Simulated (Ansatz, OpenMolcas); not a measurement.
## AlH3 (SMILES [AlH3]): the energy, rung by rung

The species is AlH3 (4 atoms), meant as a singlet with charge 0. SMILES: `[AlH3]`. The shape is that of a PBE0-D4/def2-TZVP optimisation.

| atom | x (Å) | y (Å) | z (Å) |
| --- | --- | --- | --- |
| Al | 0.0137 | -0.0148 | -0.0051 |
| H | 0.6332 | 0.6709 | 1.2836 |
| H | -1.3408 | -0.8320 | 0.1051 |
| H | 0.7494 | 0.1157 | -1.4039 |

Each level gives the energy change with the Al1–H3 bond stretched from 1.586 to 1.982 Å (eV). The values are calculated.

```
                      level                    kind     program  value (eV)  less FCI/3-21G  CPU time (all runs)
      HF/3-21G (restricted)            Hartree–Fock  OpenMolcas        0.66           +0.17                2.5 s
   B3LYP/3-21G (restricted)           global hybrid      Ansatz        0.59           +0.10                1.1 s
    PBE0/3-21G (restricted)           global hybrid  OpenMolcas        0.57           +0.08                6.8 s
   HSE06/3-21G (restricted)  range-separated hybrid      Ansatz        0.57           +0.08                1.4 s
   wB97X/3-21G (restricted)  range-separated hybrid      Ansatz        0.60           +0.11                4.9 s
     MP2/3-21G (restricted)     perturbation theory      Ansatz        0.59           +0.10               0.14 s
          CASSCF(6,7)/3-21G          multireference  OpenMolcas        0.47           -0.02                  4 s
CCSDT(Q)/3-21G (restricted)   coupled cluster or CI      Ansatz        0.49            0.00               0.35 s
                  FCI/3-21G      exact in the basis      Ansatz        0.49            0.00               0.69 s
```

FCI/3-21G is exact within its basis and frozen core, so for wave-function methods in that basis the difference is their error; functionals converge differently with the basis, so for them it is only a difference. The first shape isn't each level's own minimum. The values span 0.47 to 0.66 eV. All rows use very small basis sets, so none should be taken for the real molecule's value. CPU times are rough (shared hosts, several kinds of processor): they show what a rung costs within a factor of a few.
